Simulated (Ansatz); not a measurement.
Frontier orbitals of `O=C1SC1(F)F`.

Cartesian coordinates in Å:
```
O -1.4640 0.9677 1.0066
C -0.6032 0.2594 0.6185
S 0.3777 -1.1474 1.0538
C 0.3484 -0.0995 -0.4309
F 1.4089 0.6627 -0.6778
F -0.0678 -0.6429 -1.5702
```

Charge 0, multiplicity 1. Geometry: relaxed with PBE0-D4/def2-TZVP. Basis def2-TZVPP, Ansatz 0.2.0.

| functional | HOMO (eV) | LUMO (eV) | gap (eV) |
| --- | --- | --- | --- |
| LDA (SPW92) | -7.05 | -3.29 | 3.76 |
| PBE | -6.84 | -3.02 | 3.82 |
| PBE0 | -8.31 | -2.06 | 6.25 |
| HSE06 (plane-wave form) | -7.91 | -2.45 | 5.46 |
| ωB97M-V | -10.49 | 0.23 | 10.72 |
| HF | -11.73 | 2.06 | 13.79 |

From PBE to PBE0 the HOMO moves by −1.46 eV and the LUMO by +0.95 eV, and with ωB97M-V by −3.65 and +3.24 eV, so the gap grows from 3.83 to 10.72 eV with exact exchange. A positive LUMO is unbound and depends on the basis.
